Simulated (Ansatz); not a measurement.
# HO (doublet): the correlation ladder at distance O1–H2 = 1.817 Å, cc-pVDZ

How much of the correlation energy of HO (doublet) does each wave-function method recover here?

The runs use Ansatz 0.2.0, Gaussian basis; cc-pVDZ, core rule «outside noble gas», up to 1 orbitals frozen.

The runs, in order: UHF; CCSD(T) on ROHF; CCSD(T) on UHF; BCCD(T) on ROHF; CISD; CCSDT(Q) on ROHF; CCSDT(Q) on UHF; CISDTQ; CCSDTQ on ROHF; CCSDTQ on UHF; CASSCF and MRCISD+Q, 3 electrons in 3 orbitals; CASSCF and NEVPT2, 3 electrons in 3 orbitals; CASSCF and MRCISD+Q, 7 electrons in 5 orbitals; CASSCF and NEVPT4(SD), 7 electrons in 5 orbitals; CASSCF and NEVPT2, 7 electrons in 5 orbitals; Full CI.

18 further runs of the same task are left out: 14 that didn't finish, 4 set aside as unsound or not needed.

## 1. The geometry

The geometry derives from a PBE0/def2-TZVP stationary point (not a proven minimum). One bond is set to the value named and the two fragments are kept rigid.

2 atoms, charge 0, spin multiplicity 2.

Atoms are counted from 1 here; the program's logs count them from 0.

No contacts short enough for the rule that draws bonds.

## 2. UHF

Contents of in.yaml:

```yaml
crystal:
  periodic: [false, false, false]
  atoms:
    - {symbol: O, position_ang: [0.000000, 0.000000, 0.000000]}
    - {symbol: H, position_ang: [0.000000, 0.000000, 1.817000]}
basis:
  gaussian: {orbitals: cc-pVDZ}
magnetization: {spin_polarized: true, initial_magnetization: 1}
hamiltonian: {xc: hf}
output: {orbitals: {seedname: orbitals}}
```

On the command line:

```console
> ansatz run in.yaml --threads 1 --pin off --events-out ev --progress --plain --max-ram 2393MiB
```

The runs that follow: CCSD(T) on ROHF; CCSD(T) on UHF; BCCD(T) on ROHF; CISD; CCSDT(Q) on ROHF; CCSDT(Q) on UHF; CISDTQ; CCSDTQ on ROHF; CCSDTQ on UHF; CASSCF and MRCISD+Q, 3 electrons in 3 orbitals; CASSCF and NEVPT2, 3 electrons in 3 orbitals; CASSCF and MRCISD+Q, 7 electrons in 5 orbitals; CASSCF and NEVPT4(SD), 7 electrons in 5 orbitals; CASSCF and NEVPT2, 7 electrons in 5 orbitals; Full CI.

**Question.** What will the summary of the whole plan be? Wanted: FCI below the RHF energy; RMP2 from FCI; UMP2 from FCI; RCCSD from FCI; RCCSD(T) from FCI; UCCSD(T) from FCI; RCCSDT(Q) from FCI; UCCSDT(Q) from FCI; NEVPT2 pair from FCI.

**Answer**, as computed:

| quantity | value |
| --- | --- |
| FCI below the RHF energy | -6.2988 eV |
| RMP2 from FCI | +28.61 kcal/mol |
| UMP2 from FCI | +21.68 kcal/mol |
| RCCSD from FCI | +6.01 kcal/mol |
| RCCSD(T) from FCI | +1.14 kcal/mol |
| UCCSD(T) from FCI | +2.30 kcal/mol |
| RCCSDT(Q) from FCI | -0.05 kcal/mol |
| UCCSDT(Q) from FCI | -0.02 kcal/mol |
| NEVPT2 pair from FCI | +9.81 kcal/mol |
| MRCISD+Q pair from FCI | +0.18 kcal/mol |
| NEVPT2 valence from FCI | +15.27 kcal/mol |
| levels within 1 kcal/mol (43 meV) | RCCSDT, UCCSDT, CISDTQ, RCCSDT(Q), UCCSDT(Q), RCCSDTQ, UCCSDTQ, MRCISD+Q pair, MRCISD+Q valence |
| T1 diagnostic | 0.063 |
| effectively unpaired electrons | 1.65 |

In words: RCCSD(T) misses by +1.14 kcal/mol, 0.8 % of the correlation energy. CCSD(T) misses by +1.14 kcal/mol on the restricted determinant and by +2.30 kcal/mol on the unrestricted one; the two need not hold the same state or core. RCCSDT(Q) falls below full CI, which methods that aren't variational can do. The occupations show some static correlation. Of the multireference levels listed MRCISD+Q valence comes nearest in total energy (+0.12 kcal/mol), which doesn't show that its space is the better one. These misses are within one basis, not against nature; the frozen cores of restricted and unrestricted runs differ, which can shift their rows.
